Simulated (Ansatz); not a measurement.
The input, for Ansatz 0.2.0:

```yaml
crystal:
  periodic: [false, false, false]
  atoms:
    - {symbol: Cl, position_ang: [0.000000, 0.000000, -1.437667]}
    - {symbol: H, position_ang: [0.000000, 0.000000, -0.111667]}
    - {symbol: S, position_ang: [0.000000, 0.000000, 1.549333]}
basis:
  gaussian: {orbitals: cc-pVTZ}
magnetization: {spin_polarized: true, initial_magnetization: 2}
hamiltonian: {xc: {name: PBE0}}
output: {forces: true, orbitals: {seedname: orbitals}}
```

```sh
$ ansatz run in.yaml --threads 1 --pin off --events-out ev --progress --plain --max-ram 2816MiB --backend cpu
```

Log:

```
643 factors; their error is unknown
mean field evaluation 1: about -23363.9146 eV, gradient 1.1e1 eV
mean field evaluation 2: about -23357.3480 eV, gradient 3.3e1 eV
mean field evaluation 4: about -23364.6683 eV, gradient 1.3e0 eV
mean field evaluation 8: about -23364.6811 eV, gradient 4.3e-2 eV
mean field evaluation 16: about -23364.7698 eV, gradient 2.6e-5 eV
mean field evaluation 32: about -23364.7930 eV, gradient 6.6e-6 eV
mean field -23364.79303509 eV, -858.6403068141 hartree, gradient 6.6e-6 eV, S^2 2.006028; 4 other end points of the search recorded, 0 dependent functions left out
the calculation of the forces begins
reference -23364.79305671 eV, -858.6403076086 hartree; 18, 16 occupied and 64, 66 virtual orbitals, 643 factors
WARN: the results are in doubt because the forces break the atoms' symmetry
Total energy: -23364.79305671 eV, -858.6403076086 hartree
Atom 0 at     0.000000     0.000000    -1.437667 Å, force    -0.269100     0.095291    -1.385987 eV/Å
Atom 1 at     0.000000     0.000000    -0.111667 Å, force     0.483926    -0.171363    -0.218352 eV/Å
Atom 2 at     0.000000     0.000000     1.549333 Å, force    -0.214826     0.076072     1.604339 eV/Å
Dipole moment:     0.035774    -0.012668     0.432251 e Å
In doubt: the forces break the atoms' symmetry
```

Ran on 1 thread of AMD EPYC 7R13, shared host: 6.5 s wall, 0.2 GiB peak host memory.
